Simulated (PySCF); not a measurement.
Al(Cl)3, AlCl₃, SMILES [Cl][Al]([Cl])[Cl] (PBE0/def2-SVP optimised geometry):

```
4

Al    -0.519     0.001     0.000
Cl     1.560     0.001     0.000
Cl    -1.560     1.800     0.000
Cl    -1.558    -1.800     0.001
```

Level of theory: PBE0/def2-TZVP (PySCF).

What are the frontier orbital energies and the dipole moment?

HOMO-2 -9.85 eV, HOMO-1 -9.85 eV, HOMO -9.38 eV, LUMO -1.34 eV, LUMO+1 -1.16 eV; dipole moment 0.00 D.

On the same geometry PBE/def2-TZVP run with PySCF gives HOMO-2 -8.42 eV, HOMO-1 -8.42 eV, HOMO -7.96 eV, LUMO -2.19 eV, LUMO+1 -1.94 eV; dipole moment 0.00 D.

Meta-Löwdin charges at PBE0/def2-TZVP: Al1 0.89, Cl2 -0.30, Cl3 -0.30, Cl4 -0.30.
